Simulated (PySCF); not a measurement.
Compound: C4H3NS.
SMILES: `N#C/C=C\C=S`

Theory: EOM-IP-CCSD/aug-cc-pVDZ in PySCF, restricted Hartree–Fock reference, 10 core orbitals frozen, non-relativistic, gas phase, PBE0-D3(BJ)/def2-SVP geometry.

Hartree–Fock orbital energies give these Koopmans values (eV): HOMO 10.01, HOMO-1 10.27, HOMO-2 12.87, HOMO-3 13.37, HOMO-4 14.88, HOMO-5 14.89, HOMO-6 15.65, HOMO-7 16.50.

Task: What vertical ionisation energies does EOM-IP-CCSD give?

Result: 
| leading hole (HF orbital) | Koopmans (eV) | EOM-IP-CCSD (eV) | change (eV) | one-hole share |
| --- | --- | --- | --- | --- |
| HOMO | 10.01 | 9.22 | -0.79 | 0.94 |
| HOMO-1 | 10.27 | 10.37 | +0.10 | 0.96 |
| HOMO-2 | 12.87 | 12.59 | -0.28 | 0.92 |
| HOMO-3 | 13.37 | 12.89 | -0.48 | 0.94 |
| HOMO-6 | 15.65 | 13.25 | -2.40 | 0.92 |
| HOMO-4 | 14.88 | 13.66 | -1.22 | 0.94 |
| HOMO-5 | 14.89 | 14.11 | -0.78 | 0.91 |
| HOMO-7 | 16.50 | 14.63 | -1.87 | 0.94 |

Task: Does the order of the lines follow the orbital energies?

Result: No: the HOMO-6 hole (13.25 eV) falls below the HOMO-4 hole (13.66 eV); the HOMO-6 hole (13.25 eV) falls below the HOMO-5 hole (14.11 eV). The corrections run from -2.40 to +0.10 eV, with a mean of -0.96 eV over the 8 lines; EOM-IP-CCSD lies above the Koopmans value for HOMO-1.

Task: At what kinetic energies would He I light (21.22 eV) eject these electrons?

Result: 12.00 eV (HOMO), 10.85 eV (HOMO-1), 8.63 eV (HOMO-2), 8.33 eV (HOMO-3), 7.97 eV (HOMO-6), 7.56 eV (HOMO-4), 7.11 eV (HOMO-5), 6.59 eV (HOMO-7).

Task: What total energy has the lowest final state, and which wavelength reaches it?

Result: E(CCSD) + ionisation energy = -606.03732 + 0.33874 = -605.69858 Eh, at the geometry of the initial state. The threshold wavelength is 1239.84 eV nm/9.22 eV = 134.5 nm.

One root was sought for each valence orbital with −ε under 21 eV, eight at most, so deeper holes and satellites are missing; no vibrational structure.

The values belong to the conformer `[N:1]#[C:2]/[CH:3]=[CH:4]\[CH:5]=[S:6]`: C3–C4–C5–S6 -179°.
